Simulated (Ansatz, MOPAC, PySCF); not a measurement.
Molecule: CH$_{3}$O, net charge 1, singlet state. SMILES: C=[OH+]
Geometry from a B3LYP-D3(BJ)/def2-TZVP (Ansatz, a program for electronic structure) optimisation:
```xyz
5

O     -0.0979    -0.1422     0.5992
C      0.1102     0.0465    -0.6131
H      0.0911     1.0460    -1.0519
H      0.3117    -0.8456    -1.2054
H     -0.2809     0.6582     1.1425
```
Charge +1, spin multiplicity 1.

Unscaled harmonic wavenumbers (cm⁻¹) in rising order, each level at the stationary point that it reaches from this structure (no distance between atoms moves by over 0.3 Å); the order of modes can differ between levels, and a negative number is imaginary. B3LYP-D3(BJ)/def2-TZVP (PySCF, at the structure above): 1021, 1111, 1246, 1375, 1480, 1666, 3077, 3219, 3555.

AM1 (MOPAC): 923, 1056, 1174, 1346, 1425, 1798, 3020, 3059, 3161. Zero-point energy 24.2 against 25.4 kcal/mol; where all levels lie over 400 cm⁻¹, the wavenumbers are on average 0.960 times those of B3LYP-D3(BJ)/def2-TZVP.

PM3 (MOPAC): 915, 964, 1136, 1196, 1298, 1740, 2918, 3032, 3701. Zero-point energy 24.2 against 25.4 kcal/mol; where all levels lie over 400 cm⁻¹, the wavenumbers are on average 0.933 times those of B3LYP-D3(BJ)/def2-TZVP.

PM7 (MOPAC): 861, 955, 1143, 1190, 1334, 1598, 2544, 2574, 2607. Zero-point energy 21.2 against 25.4 kcal/mol; where all levels lie over 400 cm⁻¹, the wavenumbers are on average 0.856 times those of B3LYP-D3(BJ)/def2-TZVP.

B3LYP/6-31G* (Ansatz): 1026, 1116, 1237, 1381, 1487, 1679, 3125, 3269, 3529. Zero-point energy 25.5 against 25.4 kcal/mol; where all levels lie over 400 cm⁻¹, the wavenumbers are on average 1.005 times those of B3LYP-D3(BJ)/def2-TZVP.
